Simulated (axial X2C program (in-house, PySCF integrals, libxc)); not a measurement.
Spin–orbit effects along a row: molecules with H, PBE0

All values come from calculations with an in-house relativistic program for diatomic molecules, spin-free (one-electron X2C) or two-component (2c: spin–orbit coupling with atomic mean-field Coulomb and Gaunt terms, which also bring small scalar terms), in Dyall basis sets with cores contracted in-house; open shells are unrestricted.

Basis sets: Al dyall-v3z, Cl dyall-av3z, H dyall-v3z, Mg dyall-cv3z, P dyall-v3z, Si dyall-v3z.

```tsv
molecule	spin-free state	Re (Å)	ωe (cm⁻¹)	De (eV)	2c state	Re 2c (Å)	ωe 2c (cm⁻¹)	De 2c (eV)
MgH	M_S = 1/2, Λ = 0	1.739	1468.7	1.42	Ω = 1/2	1.739	1468.5	1.42
AlH	M_S = 0, Λ = 0	1.668	1642.5	2.97	Ω = 0	1.668	1642.2	2.97
SiH	?	?	?	?	?	?	?	?
PH	M_S = 1, Λ = 0	1.431	2364.2	3.17	Ω = 1	1.431	2363.6	3.17
HCl	M_S = 0, Λ = 0	1.281	2987.1	4.51	Ω = 0	1.281	2986.2	4.51
```

Question: Estimate the 2c Re and ωe of SiH as the mean of its neighbours in the table.

Answer: Re ≈ 1.550 Å, ωe ≈ 2002.9 cm⁻¹. The PBE0 runs give the row below, so the estimate misses by 0.014 Å and -12.3 cm⁻¹.

```
molecule   spin-free state  Re (Å)  ωe (cm⁻¹)  De (eV)  2c state  Re 2c (Å)  ωe 2c (cm⁻¹)  De 2c (eV)
     SiH  M_S = 1/2, Λ = 1   1.536     2015.8     3.01   Ω = 1/2      1.536        2015.2        3.02
```

Each entry is the lowest single determinant of a limited PBE0 search at one distance. De goes to single-determinant-based atoms at the same level (for ions the charge split of lowest energy) and is withheld (n/a) where an atom does not fit its ground term or J level. Main or longest-lived isotopes. One determinant is a doubtful description, or other states lie close, for PH; these need not be ground states, and all values refer to the states named. Some open-shell Ω = 0 determinants are out of reach, so the Ω given for PH need not be the lowest component. With several unpaired electrons the Ω given is that of one determinant, not necessarily of the lowest component. Some light 2c atoms are not at their ground J level, so De misses part of their lowering (0.04 eV or less). The functionals have no current term, which raises determinants with orbital currents.
